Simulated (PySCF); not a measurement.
# Nuclear quadrupole coupling in formimide

Compound: formimide, C2H3NO2.
Z-matrix (Å and degrees, PBE0-D3(BJ)/def2-TZVP geometry), rows numbered from 1:
```
O 
C   1  1.1931
N   2  1.3879  1  126.17
C   3  1.3882  2  128.29  1     0.60
O   4  1.1931  3  126.41  2     0.29
H   2  1.1077  1  123.33  3   179.96
H   3  1.0084  2  115.85  1  -179.36
H   4  1.1075  3  110.38  2  -179.69
```

Field gradients from the PBE0/pcSseg-2 density (PySCF, non-relativistic), principal values in atomic units, ordered |Vxx| ≤ |Vyy| ≤ |Vzz|:

```json
{"atom": "O1", "Vxx": "0.5456", "Vyy": "1.2580", "Vzz": "-1.8036"}
{"atom": "N3", "Vxx": "0.3306", "Vyy": "0.3805", "Vzz": "-0.7111"}
{"atom": "O5", "Vxx": "0.5461", "Vyy": "1.2576", "Vzz": "-1.8036"}
```

Task: Find the asymmetry η = (Vxx − Vyy)/Vzz and the couplings χ = eQV/h (234.96 MHz × Q in barn × V in au), with Q(17O) = −0.0256 b, Q(14N) = 0.02044 b.

Result: 
| atom | environment | nucleus | η | χzz (MHz) | χxx (MHz) | χyy (MHz) |
| --- | --- | --- | --- | --- | --- | --- |
| O1 | amide oxygen | 17O | 0.39 | 10.85 | -3.28 | -7.57 |
| N3 | amide nitrogen | 14N | 0.07 | -3.415 | 1.588 | 1.827 |
| O5 | amide oxygen | 17O | 0.39 | 10.85 | -3.28 | -7.56 |

The tensor is traceless: Vxx + Vyy + Vzz = 0.

Task: What is Vzz at N3 in SI units (1 au = 9.71736 × 10²¹ V/m²)?

Result: -0.7111 au = -6.910 × 10²¹ V/m².

Task: And the gradient at the other heavy atoms, for which no coupling is worked out here?

Result: 
```tsv
atom	environment	Vzz (au)	η
C2	amide carbonyl carbon	0.415	0.78
C4	amide carbonyl carbon	0.415	0.78
```

Were the hydrogens deuterons (Q(2H) = 0.00286 b), χzz would run from 167 kHz (H6 and H8) to 255 kHz (H7).

Geometry: PBE0-D3(BJ)/def2-TZVP, one conformer, isolated molecule.
